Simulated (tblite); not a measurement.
C₆H₇ (doublet state).
SMILES: `[CH2]C#CC1CC1`

All values are computed: GFN2-xTB (tblite) harmonic vibrations without scaling, gas phase. The method is semi-empirical: single wavenumbers can be off by several per cent or more. Open shells enter through the occupations alone, without spin polarisation, and single modes of such species can be off by tens of per cent.

Harmonic wavenumbers (cm⁻¹): 114.5, 123.3, 157.2, 267.3, 324.5, 415.0, 430.3, 650.4, 730.8, 809.1, 851.6, 899.4, 957.0, 987.4, 1052.4, 1059.9, 1061.2, 1069.7, 1153.5, 1237.5, 1276.7, 1363.1, 1429.1, 1450.5, 1477.0, 2193.0, 3014.9, 3087.7, 3088.8, 3097.0, 3100.4, 3114.1, 3123.7.

A = 14112, B = 1699, C = 1678 MHz; mass 79.055 u (most abundant isotopes); point group Cs, symmetry number 1; spin multiplicity 2.

Zero-point energy?

½Σν̃ = 22584 cm⁻¹ = 64.57 kcal/mol.

What is S at 298.15 K and 1 bar for an ideal gas of classical rigid rotors and harmonic oscillators?

Translation 39.04, rotation 26.48, vibration 15.32, spin (R ln 2) 1.38: S = 82.2 cal/(mol K).

And Cp and H(298.15 K) − H(0)?

Cp = 26.37 cal/(mol K), of which vibrations give 18.42 (their classical limit is 33 R = 65.6); H(298.15 K) − H(0) = 4.98 kcal/mol without the zero-point energy, 2.61 from vibrations.

What must be added to the electronic energy to get the Gibbs energy at 298.15 K and 1 bar?

ZPE + [H(298.15 K) − H(0)] − T·S = 64.57 + 4.98 − 24.52 = 45.03 kcal/mol.

Blend soft modes into free rotors: weight 1/[1 + (100 cm⁻¹/ν̃)⁴] for the oscillator and the rest for a rotor with moment μB/(μ + B), μ = h/(8π²ν), B = 10⁻⁴⁴ kg m². What vibrational entropy results?

15.02 cal/(mol K) in place of 15.32, which changes −T·S at 298.15 K by +0.09 kcal/mol.

Hindered rotation and anharmonicity are outside this model.
